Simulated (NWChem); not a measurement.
Species: Na, doublet

All runs: NWChem. Pople sets run with spherical d functions. Spin-unrestricted. No stability test was run on the SCF state. Fermi-contact couplings, non-relativistic, static geometry.

```json
[
 {"level": "CAM-B3LYP/6-31G*", "A(iso) 23Na atom 1 (MHz)": "639", "<S²>": "0.750"},
 {"level": "PBE0/6-31G*", "A(iso) 23Na atom 1 (MHz)": "604", "<S²>": "0.750"},
 {"level": "UHF/def2-TZVP", "A(iso) 23Na atom 1 (MHz)": "692", "<S²>": "0.750"},
 {"level": "CAM-B3LYP/def2-TZVP", "A(iso) 23Na atom 1 (MHz)": "843", "<S²>": "0.750"}
]
```
